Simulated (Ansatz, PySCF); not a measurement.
Species: C4H6, charge 0, singlet. C4H6 (buta-1,3-diene, SMILES C=CC=C).
B3LYP-D3(BJ)/def2-TZVP minimum from Ansatz (a program for electronic structure):
```
C
C 1 1.3340
H 2 1.0816 1 121.71
H 2 1.0839 3 116.96 1 -180.00
H 1 1.0866 2 119.46 3 0.00
C 1 1.4517 5 116.32 2 -180.00
C 6 1.3340 1 124.23 5 0.00
H 7 1.0816 6 121.71 1 -180.00
H 7 1.0839 8 116.96 6 180.00
H 6 1.0866 7 119.46 8 0.00
```
Charge 0, spin multiplicity 1.

Atomisation energy term by term, kcal/mol (programs: Ansatz). Open shells are spin-unrestricted; no spin-orbit coupling. Correlated methods leave the cores frozen. Rows without X2C or -DK are non-relativistic. CBS(X,Y): correlation extrapolated as X^-3, Hartree-Fock from the larger set. A bracket is a step between two methods taken in the basis named. '+ core + X2C': CCSD(T) terms for core correlation (cc-pwCVTZ) and scalar relativity (cc-pVTZ-DK). Where a partner has so few electrons that a lower coupled-cluster level is exact, that level stands in. The restricted determinant of C4H6 (C=CC=C, singlet) is unstable towards broken spin symmetry in at least one set run.

```
term                                                          basis  kcal/mol
-----------------------  ------------------------------------------  --------
Hartree-Fock                                                cc-pVQZ    762.39
CCSD correlation                               CBS(cc-pVTZ,cc-pVQZ)    230.35
(T)                                            CBS(cc-pVTZ,cc-pVQZ)     16.54
CCSDT(Q) - CCSD(T)                                          cc-pVDZ      0.76
core correlation                                          cc-pwCVTZ      4.55
scalar relativity                                   X2C, cc-pVTZ-DK     -0.66
minus zero-point energy  Hessian by PySCF at B3LYP-D3(BJ)/def2-TZVP    -53.35
sum: D0                                                                 960.6
```
